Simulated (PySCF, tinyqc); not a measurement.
CIS and TDHF on RHF in the sto-6g basis, frozen core, for LiH, spin multiplicity 1, step by step. The lowest restricted solution is unstable here: a spin-polarised one lies 0.0033 hartree lower (PySCF). Computed by tinyqc, a small Python program that keeps every step (integrals from PySCF). Settings: charge = 0, multiplicity = 1, basis = sto-6g, method = RHF, frozen orbitals = 1, energy threshold = 1e-10, iteration cap = 85, orthogonalisation = symmetric, start = core, DIIS depth = 6, TDHF = 1. Command: `OMP_NUM_THREADS=1 python tinyqc.py 22222 22223 out.jsonl` (the two numbers bound the seeds that draw the settings). One thread of a shared host (Intel(R) Xeon(R) Processor @ 2.60GHz), about 0.1 s of CPU time with the checks. The early iterations of the SCF are left out here.

## One-electron integrals

Geometry (angstrom):
```
atom         x         y         z
Li    0.000000  0.000000  0.000000
H     0.000000  0.000000  2.175000
```

Basis sto-6g: exponents (1/bohr^2) and contraction coefficients of normalised primitives:
```
element  l (shell)    exponent  coefficient
Li           s (1)  167.175846     0.009164
Li           s (1)   30.651508     0.049361
Li           s (1)    8.575187     0.168538
Li           s (1)    2.945808     0.370563
Li           s (1)    1.143944     0.416492
Li           s (1)    0.471139     0.130334
Li           s (2)    6.597564    -0.013253
Li           s (2)    1.305830    -0.046992
Li           s (2)    0.405851    -0.033785
Li           s (2)    0.156146     0.250242
Li           s (2)    0.067814     0.595117
Li           s (2)    0.031084     0.240706
Li           p (3)    6.597564     0.003760
Li           p (3)    1.305830     0.037679
Li           p (3)    0.405851     0.173897
Li           p (3)    0.156146     0.418036
Li           p (3)    0.067814     0.425860
Li           p (3)    0.031084     0.101708
H            s (1)   35.523221     0.009164
H            s (1)    6.513144     0.049361
H            s (1)    1.822143     0.168538
H            s (1)    0.625955     0.370563
H            s (1)    0.243077     0.416492
H            s (1)    0.100112     0.130334
```

Overlap, kinetic and nuclear-attraction integrals over the contracted functions; the nuclear repulsion is the sum of Za Zb / Rab.

nuclear repulsion = 0.72989960 hartree

overlap S, order 1Li 1s, 1Li 2s, 1Li 2px, 1Li 2py, 1Li 2pz, 2H 1s:
```
[[1.000000, 0.235742, 0.000000, 0.000000, 0.000000, 0.019399],
 [0.235742, 1.000000, 0.000000, 0.000000, 0.000000, 0.263241],
 [0.000000, 0.000000, 1.000000, 0.000000, 0.000000, 0.000000],
 [0.000000, 0.000000, 0.000000, 1.000000, 0.000000, 0.000000],
 [0.000000, 0.000000, 0.000000, 0.000000, 1.000000, 0.376049],
 [0.019399, 0.263241, 0.000000, 0.000000, 0.376049, 1.000000]]
```

kinetic energy T (hartree), order 1Li 1s, 1Li 2s, 1Li 2px, 1Li 2py, 1Li 2pz, 2H 1s:
```
[[3.616742, -0.110723, 0.000000, 0.000000, 0.000000, -0.007746],
 [-0.110723, 0.106524, 0.000000, 0.000000, 0.000000, 0.013206],
 [0.000000, 0.000000, 0.320007, 0.000000, 0.000000, 0.000000],
 [0.000000, 0.000000, 0.000000, 0.320007, 0.000000, 0.000000],
 [0.000000, 0.000000, 0.000000, 0.000000, 0.320007, 0.051957],
 [-0.007746, 0.013206, 0.000000, 0.000000, 0.051957, 0.768522]]
```

nuclear attraction V (hartree), order 1Li 1s, 1Li 2s, 1Li 2px, 1Li 2py, 1Li 2pz, 2H 1s:
```
[[-8.310444, -0.885718, 0.000000, 0.000000, -0.009212, -0.075817],
 [-0.885718, -1.433653, 0.000000, 0.000000, -0.089154, -0.413261],
 [0.000000, 0.000000, -1.411129, 0.000000, 0.000000, 0.000000],
 [0.000000, 0.000000, 0.000000, -1.411129, 0.000000, 0.000000],
 [-0.009212, -0.089154, 0.000000, 0.000000, -1.478554, -0.597963],
 [-0.075817, -0.413261, 0.000000, 0.000000, -0.597963, -1.969294]]
```

core Hamiltonian H = T + V (hartree), order 1Li 1s, 1Li 2s, 1Li 2px, 1Li 2py, 1Li 2pz, 2H 1s:
```
[[-4.693702, -0.996440, 0.000000, 0.000000, -0.009212, -0.083564],
 [-0.996440, -1.327129, 0.000000, 0.000000, -0.089154, -0.400055],
 [0.000000, 0.000000, -1.091121, 0.000000, 0.000000, 0.000000],
 [0.000000, 0.000000, 0.000000, -1.091121, 0.000000, 0.000000],
 [-0.009212, -0.089154, 0.000000, 0.000000, -1.158547, -0.546006],
 [-0.083564, -0.400055, 0.000000, 0.000000, -0.546006, -1.200772]]
```

## Two-electron integrals

Functions are numbered as in S; the eight-fold symmetry (ij|kl) = (ji|kl) = (kl|ij) leaves the list below.

Two-electron integrals (ij|kl) in chemists' order, unique and non-zero (hartree):
```
(11|11) 1.681247   (21|11) 0.242603   (21|21) 0.044507   (22|11) 0.397190
(22|21) 0.090279   (22|22) 0.290625   (31|31) 0.009437   (32|31) 0.014261
(32|32) 0.064236   (33|11) 0.397190   (33|21) 0.090279   (33|22) 0.290625
(33|33) 0.313125   (41|41) 0.009437   (42|41) 0.014261   (42|42) 0.064236
(43|43) 0.016875   (44|11) 0.397190   (44|21) 0.090279   (44|22) 0.290625
(44|33) 0.279374   (44|44) 0.313125   (51|51) 0.009437   (52|51) 0.014261
(52|52) 0.064236   (53|53) 0.016875   (54|54) 0.016875   (55|11) 0.397190
(55|21) 0.090279   (55|22) 0.290625   (55|33) 0.279374   (55|44) 0.279374
(55|55) 0.313125   (61|11) 0.019450   (61|21) 0.003520   (61|22) 0.007312
(61|33) 0.007205   (61|44) 0.007205   (61|51) 0.000475   (61|52) 0.001000
(61|55) 0.007525   (61|61) 0.000309   (62|11) 0.079561   (62|21) 0.018501
(62|22) 0.067553   (62|33) 0.063685   (62|44) 0.063685   (62|51) 0.002986
(62|52) 0.020983   (62|55) 0.075290   (62|61) 0.001813   (62|62) 0.031083
(63|31) 0.001162   (63|32) 0.006191   (63|53) 0.002751   (63|63) 0.001618
(64|41) 0.001162   (64|42) 0.006191   (64|54) 0.002751   (64|64) 0.001618
(65|11) 0.107552   (65|21) 0.025175   (65|22) 0.094361   (65|33) 0.087889
(65|44) 0.087889   (65|51) 0.004649   (65|52) 0.032640   (65|55) 0.107304
(65|61) 0.002539   (65|62) 0.046888   (65|65) 0.071213   (66|11) 0.243218
(66|21) 0.057296   (66|22) 0.229902   (66|33) 0.210751   (66|44) 0.210751
(66|51) 0.009129   (66|52) 0.082977   (66|55) 0.268208   (66|61) 0.005763
(66|62) 0.140270   (66|65) 0.217504   (66|66) 0.774999
```

## Orthogonalisation

S = U s U^T; symmetric (Loewdin) form X = U s^(-1/2) U^T, so that X^T S X = 1.

eigenvalues of S: [0.523573, 0.810095, 1.000000, 1.000000, 1.177805, 1.488527]

X, order 1Li 1s, 1Li 2s, 1Li 2px, 1Li 2py, 1Li 2pz, 2H 1s:
```
[[1.022323, -0.126345, 0.000000, 0.000000, -0.005802, 0.017176],
 [-0.126345, 1.054361, 0.000000, 0.000000, 0.045341, -0.156272],
 [0.000000, 0.000000, 1.000000, 0.000000, 0.000000, 0.000000],
 [0.000000, 0.000000, 0.000000, 1.000000, 0.000000, 0.000000],
 [-0.005802, 0.045341, 0.000000, 0.000000, 1.063000, -0.218045],
 [0.017176, -0.156272, 0.000000, 0.000000, -0.218045, 1.094441]]
```

## Starting guess

The start is the orbitals of the core Hamiltonian; D = 2 C_occ C_occ^T.

D at the start, order 1Li 1s, 1Li 2s, 1Li 2px, 1Li 2py, 1Li 2pz, 2H 1s:
```
[[2.057109, -0.191548, 0.000000, 0.000000, -0.112255, -0.094883],
 [-0.191548, 0.552543, 0.000000, 0.000000, 0.504286, 0.486244],
 [0.000000, 0.000000, 0.000000, 0.000000, 0.000000, 0.000000],
 [0.000000, 0.000000, 0.000000, 0.000000, 0.000000, 0.000000],
 [-0.112255, 0.504286, 0.000000, 0.000000, 0.462210, 0.446093],
 [-0.094883, 0.486244, 0.000000, 0.000000, 0.446093, 0.430627]]
```

## Iteration 8 (converged): orbitals

converged F (hartree), order 1Li 1s, 1Li 2s, 1Li 2px, 1Li 2py, 1Li 2pz, 2H 1s:
```
[[-2.405480, -0.620366, 0.000000, 0.000000, 0.013394, -0.052358],
 [-0.620366, -0.191074, 0.000000, 0.000000, -0.062101, -0.194424],
 [0.000000, 0.000000, 0.158520, 0.000000, 0.000000, 0.000000],
 [0.000000, 0.000000, 0.000000, 0.158520, 0.000000, 0.000000],
 [0.013394, -0.062101, 0.000000, 0.000000, 0.055401, -0.193350],
 [-0.052358, -0.194424, 0.000000, 0.000000, -0.193350, -0.081231]]
```

Diagonalise F' = X^T F X, C = X C', fill 2 alpha and 2 beta electrons from the bottom; D = 2 C_occ C_occ^T. Each column has its largest component positive (the first on a tie).

F' = X^T F X (hartree):
```
[[-2.358092, -0.340073, 0.000000, 0.000000, 0.011421, 0.018995],
 [-0.340073, -0.028748, 0.000000, 0.000000, 0.003437, -0.196242],
 [0.000000, 0.000000, 0.158520, 0.000000, 0.000000, 0.000000],
 [0.000000, 0.000000, 0.000000, 0.158520, 0.000000, 0.000000],
 [0.011421, 0.003437, 0.000000, 0.000000, 0.145783, -0.231595],
 [0.018995, -0.196242, 0.000000, 0.000000, -0.231595, 0.055775]]
```

orbital energies (hartree): [-2.406805, -0.235308, 0.070373, 0.158520, 0.158520, 0.386459]

coefficients C, order 1Li 1s, 1Li 2s, 1Li 2px, 1Li 2py, 1Li 2pz, 2H 1s:
```
[[0.994134, -0.138970, -0.205127, 0.000000, 0.000000, 0.108368],
 [0.023770, 0.490706, 0.801709, 0.000000, 0.000000, -0.519638],
 [0.000000, 0.000000, 0.000000, 0.001624, 0.999999, 0.000000],
 [0.000000, 0.000000, 0.000000, 0.999999, -0.001624, 0.000000],
 [-0.004620, 0.328522, -0.589392, 0.000000, 0.000000, -0.851042],
 [-0.000651, 0.602407, -0.198851, 0.000000, 0.000000, 0.931463]]
```

D after iteration 8, order 1Li 1s, 1Li 2s, 1Li 2px, 1Li 2py, 1Li 2pz, 2H 1s:
```
[[2.015230, -0.089125, 0.000000, 0.000000, -0.100495, -0.168728],
 [-0.089125, 0.482715, 0.000000, 0.000000, 0.322196, 0.591179],
 [0.000000, 0.000000, 0.000000, 0.000000, 0.000000, 0.000000],
 [0.000000, 0.000000, 0.000000, 0.000000, 0.000000, 0.000000],
 [-0.100495, 0.322196, 0.000000, 0.000000, 0.215896, 0.395814],
 [-0.168728, 0.591179, 0.000000, 0.000000, 0.395814, 0.725790]]
```

Within a degenerate level the vectors are fixed only up to a rotation; this is one choice.

## Convergence

Stop when the energy changes by less than 1e-10 hartree and every element of the error matrix X^T (F D S - S D F) X is below 3e-06.

Course of the cycle:
```
iteration  E (hartree)     change  largest element of the error matrix
1          -7.86368475          -                             1.76e-01
2          -7.89936887  -3.57e-02                             1.90e-02
3          -7.90007980  -7.11e-04                             5.57e-03
4          -7.90025067  -1.71e-04                             2.61e-03
5          -7.90030175  -5.11e-05                             7.55e-05
6          -7.90030176  -1.02e-08                             1.96e-05
7          -7.90030176  -8.18e-10                             2.35e-06
8          -7.90030176  -1.41e-11                             2.51e-09
```

PySCF RHF in the same basis = -7.90030176 hartree

Converged in 8 iterations.

## Populations, bond orders and dipole

Mulliken: Z minus the diagonal of D S on the atom; Loewdin: the same with S^(1/2) D S^(1/2); Mayer order: 2 sum_s sum (D(s) S)_ij (D(s) S)_ji over the two atoms.

Charges (e):
```
atom   Mulliken    Loewdin
1Li    0.026985   0.023492
2H    -0.026985  -0.023492
```

Mayer bond orders:
```
pair     order
2-1   0.999272
```

dipole moment about the origin, x y z (debye): [0.000000, 0.000000, -5.187408]

## Integrals over molecular orbitals

(pq|rs) = sum C_ip C_jq C_kr C_ls (ij|kl), one index at a time.

one-electron integrals over orbitals h = C^T H C (hartree):
```
[[-4.686445, 0.094881, 0.164111, 0.000000, 0.000000, -0.055843],
 [0.094881, -1.301643, 0.009129, 0.000000, 0.000000, 0.045896],
 [0.164111, 0.009129, -1.097920, 0.000000, 0.000000, 0.023262],
 [0.000000, 0.000000, 0.000000, -1.091121, 0.000000, 0.000000],
 [0.000000, 0.000000, 0.000000, 0.000000, -1.091121, 0.000000],
 [-0.055843, 0.045896, 0.023262, 0.000000, 0.000000, -1.023274]]
```

Two-electron integrals over orbitals (pq|rs), unique and non-zero (hartree); the lowest 1 orbital is frozen and left out:
```
(22|22) 0.452015    (32|22) -0.058472   (32|32) 0.020758    (33|22) 0.211124
(33|32) 0.014628    (33|33) 0.329341    (42|42) 0.020668    (43|42) 0.020172
(43|43) 0.041685    (44|22) 0.243202    (44|32) 0.014074    (44|33) 0.280082
(44|44) 0.313125    (52|52) 0.020668    (53|52) 0.020172    (53|53) 0.041685
(54|54) 0.016875    (55|22) 0.243202    (55|32) 0.014074    (55|33) 0.280082
(55|44) 0.279374    (55|55) 0.313125    (62|22) 0.109701    (62|32) -0.044215
(62|33) -0.020113   (62|44) -0.038073   (62|55) -0.038073   (62|62) 0.132481
(63|22) -0.057349   (63|32) 0.016653    (63|33) 0.036718    (63|44) 0.007890
(63|55) 0.007890    (63|62) -0.038548   (63|63) 0.030402    (64|42) -0.018295
(64|43) -0.012076   (64|64) 0.019356    (65|52) -0.018295   (65|53) -0.012076
(65|65) 0.019356    (66|22) 0.422418    (66|32) -0.047367   (66|33) 0.238036
(66|44) 0.258631    (66|55) 0.258631    (66|62) 0.096149    (66|63) -0.045302
(66|66) 0.417047
```

## CIS matrix, singlets

A(ia,jb) = (e_a - e_i) d_ij d_ab + 2 (ia|jb) - (ij|ab).

CIS matrix A, singlet (hartree), order 2>3, 2>4, 2>5, 2>6:
```
[[0.136072, 0.000000, 0.000000, -0.031081],
 [0.000000, 0.191962, 0.000000, 0.000000],
 [0.000000, 0.000000, 0.191962, 0.000000],
 [-0.031081, 0.000000, 0.000000, 0.464311]]
```

## CIS singlet states

dipole integrals <i|r|a> (bohr), order 2>3, 2>4, 2>5, 2>6:
```
[[0.000000, 0.000000, -0.768204],
 [0.001598, 0.983674, 0.000000],
 [0.983674, -0.001598, 0.000000],
 [0.000000, 0.000000, 1.116477]]
```

Diagonalise A (1 hartree = 27.211386 eV); each vector has its largest component positive (the first on a tie). The transition dipole is mu = sqrt2 sum c_ia <i|r|a>.

singlet excitation energies (eV): [3.623339, 5.223559, 5.223559, 12.713935]

lowest vectors, order 2>3, 2>4, 2>5, 2>6:
```
[[0.995625, 0.000000, 0.000000, -0.093444],
 [0.000000, -0.198371, 0.980127, 0.000000],
 [0.000000, 0.980127, 0.198371, 0.000000],
 [0.093444, 0.000000, 0.000000, 0.995625]]
```

oscillator strengths 2/3 w |mu|^2: [0.077457, 0.247661, 0.247661, 0.872396]

Within a degenerate level the vectors are fixed only up to a rotation; this is one choice.

## TDHF (RPA) singlet states

B(ia,jb) = 2 (ia|jb) - (ib|ja); the squared energies are the eigenvalues of (A - B)(A + B); 1 hartree = 27.211386 eV.

TDHF matrix B, singlet (hartree), order 2>3, 2>4, 2>5, 2>6:
```
[[0.020758, 0.000000, 0.000000, -0.044215],
 [0.000000, 0.020668, 0.000000, 0.000000],
 [0.000000, 0.000000, 0.020668, 0.000000],
 [-0.044215, 0.000000, 0.000000, 0.132481]]
```

squared energies w^2 (hartree^2): [0.016988, 0.036422, 0.036422, 0.197152]

TDHF energies from the positive w^2 (eV): [3.546715, 5.193194, 5.193194, 12.082356]

## CIS matrix, triplets

A(ia,jb) = (e_a - e_i) d_ij d_ab - (ij|ab).

CIS matrix A, triplet (hartree), order 2>3, 2>4, 2>5, 2>6:
```
[[0.094557, 0.000000, 0.000000, 0.057349],
 [0.000000, 0.150626, 0.000000, 0.000000],
 [0.000000, 0.000000, 0.150626, 0.000000],
 [0.057349, 0.000000, 0.000000, 0.199349]]
```

## CIS triplet states

Diagonalise A (1 hartree = 27.211386 eV); each vector has its largest component positive (the first on a tie).

triplet excitation energies (eV): [1.884999, 4.098755, 4.098755, 6.112572]

lowest vectors, order 2>3, 2>4, 2>5, 2>6:
```
[[0.915015, 0.000000, 0.000000, 0.403419],
 [0.000000, 0.046615, 0.998913, 0.000000],
 [0.000000, 0.998913, -0.046615, 0.000000],
 [-0.403419, 0.000000, 0.000000, 0.915015]]
```

Within a degenerate level the vectors are fixed only up to a rotation; this is one choice.

## TDHF (RPA) triplet states

B(ia,jb) = - (ib|ja); the squared energies are the eigenvalues of (A - B)(A + B); 1 hartree = 27.211386 eV.

TDHF matrix B, triplet (hartree), order 2>3, 2>4, 2>5, 2>6:
```
[[-0.020758, 0.000000, 0.000000, 0.044215],
 [0.000000, -0.020668, 0.000000, 0.000000],
 [0.000000, 0.000000, -0.020668, 0.000000],
 [0.044215, 0.000000, 0.000000, -0.132481]]
```

squared energies w^2 (hartree^2): [-0.005300, 0.022261, 0.022261, 0.038667]

TDHF energies from the positive w^2 (eV): [4.059987, 4.059987, 5.350825]

A + B or A - B has a negative eigenvalue: the restricted solution is unstable towards a spin-polarised one, a negative w^2 means an imaginary energy, and the lowest roots have no physical meaning.
